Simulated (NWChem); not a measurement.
formic acid (CH$_{2}$O$_{2}$); SMILES O=CO

```xyz
5

O      0.1228    -1.1181     0.0000
C     -0.3944     0.1092     0.0000
O      0.2394     1.1232     0.0000
H      1.0892    -1.0194     0.0000
H     -1.5031     0.0483     0.0000
```
Atoms are numbered in this order, from 1.

Computed with NWChem. Structure relaxed at the PBE0/def2-SVP level. B3LYP is NWChem's, with the RPA form of VWN correlation. Solvent water, SMD (1 M gas to 1 M solution), gas-phase geometry.

| level | basis functions | solvation free energy (kcal/mol) | cavity-dispersion-structure term (kcal/mol) | dipole in solution (D) |
|---|---|---|---|---|
| B3LYP/3-21G | 31 | -5.7 | 4.3 | 1.71 |
| B3LYP/pcseg-1 | 52 | -5.5 | 4.3 | 2.07 |
| B3LYP/aug-pcseg-1 | 87 | -5.1 | 4.3 | 2.18 |
| B3LYP/pcseg-2 | 118 | -5.4 | 4.3 | 2.19 |
| B3LYP/def2-TZVPP | 121 | -5.2 | 4.3 | 2.17 |
| B3LYP/def2-QZVP | 231 | -5.2 | 4.3 | 2.19 |
